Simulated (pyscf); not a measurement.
## Four-centre exchange: `[SH2]` + `[SiH4]` -> `[SiH3][SH]` + `[H][H]`

Gas phase, singlet surface, charge 0. Bonds broken: S1–H2, Si4–H5. Bonds formed: S1–Si4, H2–H5. Single points on ωB97X-D3(BJ)/def2-SVP structures (PySCF, gas phase).

Transition state (Å):

```xyz
8

S     -0.3617     1.5887    -0.0570
H      0.1631     0.1703    -0.7509
H      0.8169     1.7283     0.5839
Si    -0.6582    -0.7878     0.6785
H      0.2904    -0.8227    -0.7648
H     -0.0377    -2.1423     0.8848
H     -1.9872    -0.9182     0.0361
H     -0.7156    -0.2744     2.0816
```

One imaginary mode, 1481i cm⁻¹; descent along it reached the two sides named.

```csv
bond,change,reactant side (Å),saddle,product side
S1–H2,breaks,1.346,1.664,3.0
Si4–H5,breaks,1.491,1.727,3.7
S1–Si4,forms,3.6,2.505,2.146
H2–H5,forms,3.1,1.001,0.761
```

Electronic energies relative to the separated reactants (kcal/mol):

```json
[
 {"level": "ωB97X-D3(BJ)/def2-TZVP", "barrier": "48.7", "reaction energy": "-10.3", "reverse barrier": "59.1"},
 {"level": "PBE/def2-TZVP", "barrier": "40.5", "reaction energy": "-8.2", "reverse barrier": "48.7"},
 {"level": "r²SCAN/def2-TZVP", "barrier": "43.5", "reaction energy": "-9.1", "reverse barrier": "52.6"},
 {"level": "B3LYP-D3(BJ)/def2-TZVP", "barrier": "47.9", "reaction energy": "-7.8", "reverse barrier": "55.7"},
 {"level": "PBE0-D3(BJ)/def2-TZVP", "barrier": "43.7", "reaction energy": "-8.6", "reverse barrier": "52.3"},
 {"level": "M06-2X/def2-TZVP", "barrier": "49.4", "reaction energy": "-9.4", "reverse barrier": "58.8"},
 {"level": "ωB97M-D3(BJ)/def2-TZVP", "barrier": "49.9", "reaction energy": "-7.4", "reverse barrier": "57.3"},
 {"level": "HF/def2-TZVP", "barrier": "71.5", "reaction energy": "-3.4", "reverse barrier": "74.9"}
]
```

With ωB97M-D3(BJ)/def2-TZVP energies and thermal terms (ideal gas, 1 atm, RRHO with modes under 100 cm⁻¹ raised to 100, one conformer, R ln 2 for chiral ones without a mode under 150 cm⁻¹), in kcal/mol:

```
T (K)   ΔH‡   ΔG‡    ΔH    ΔG
-----  ----  ----  ----  ----
298    49.0  57.5  -8.4  -7.9
600    49.3  66.1  -7.3  -7.7
900    50.0  74.4  -6.4  -8.2
1200   50.8  82.4  -5.8  -8.8
```

This is the saddle that the search found; another between the same sides may lie lower.
